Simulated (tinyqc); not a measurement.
Inside a calculation. Method: extended Hueckel theory, for SiH4. One step of it, computed by the program tinyqc.

Question. Wolfsberg-Helmholz matrix. H_ij = K' S_ij (H_ii + H_jj)/2 for i != j (the diagonal keeps H_ii), with K' = 1.75.

overlap S:
```
           1Si 3s    1Si 3px    1Si 3py    1Si 3pz     2H 1s      3H 1s      4H 1s      5H 1s
1Si 3s   1.000000   0.000000   0.000000   0.000000  0.399872   0.399872   0.399872   0.399872
1Si 3px  0.000000   1.000000   0.000000   0.000000  0.293753   0.293753  -0.293753  -0.293753
1Si 3py  0.000000   0.000000   1.000000   0.000000  0.293753  -0.293753   0.293753  -0.293753
1Si 3pz  0.000000   0.000000   0.000000   1.000000  0.293753  -0.293753  -0.293753   0.293753
2H 1s    0.399872   0.293753   0.293753   0.293753  1.000000   0.043726   0.043726   0.043726
3H 1s    0.399872   0.293753  -0.293753  -0.293753  0.043726   1.000000   0.043726   0.043726
4H 1s    0.399872  -0.293753   0.293753  -0.293753  0.043726   0.043726   1.000000   0.043726
5H 1s    0.399872  -0.293753  -0.293753   0.293753  0.043726   0.043726   0.043726   1.000000
```

diagonal H_ii (eV): 1Si 3s -17.300000, 1Si 3px -9.200000, 1Si 3py -9.200000, 1Si 3pz -9.200000, 2H 1s -13.600000, 3H 1s -13.600000, 4H 1s -13.600000, 5H 1s -13.600000

K = 1.750000

Give: H.

Answer.

H (eV):
```
           1Si 3s  1Si 3px  1Si 3py  1Si 3pz     2H 1s     3H 1s     4H 1s     5H 1s
1Si 3s   -17.3000   0.0000   0.0000   0.0000  -10.8115  -10.8115  -10.8115  -10.8115
1Si 3px    0.0000  -9.2000   0.0000   0.0000   -5.8604   -5.8604    5.8604    5.8604
1Si 3py    0.0000   0.0000  -9.2000   0.0000   -5.8604    5.8604   -5.8604    5.8604
1Si 3pz    0.0000   0.0000   0.0000  -9.2000   -5.8604    5.8604    5.8604   -5.8604
2H 1s    -10.8115  -5.8604  -5.8604  -5.8604  -13.6000   -1.0407   -1.0407   -1.0407
3H 1s    -10.8115  -5.8604   5.8604   5.8604   -1.0407  -13.6000   -1.0407   -1.0407
4H 1s    -10.8115   5.8604  -5.8604   5.8604   -1.0407   -1.0407  -13.6000   -1.0407
5H 1s    -10.8115   5.8604   5.8604  -5.8604   -1.0407   -1.0407   -1.0407  -13.6000
```
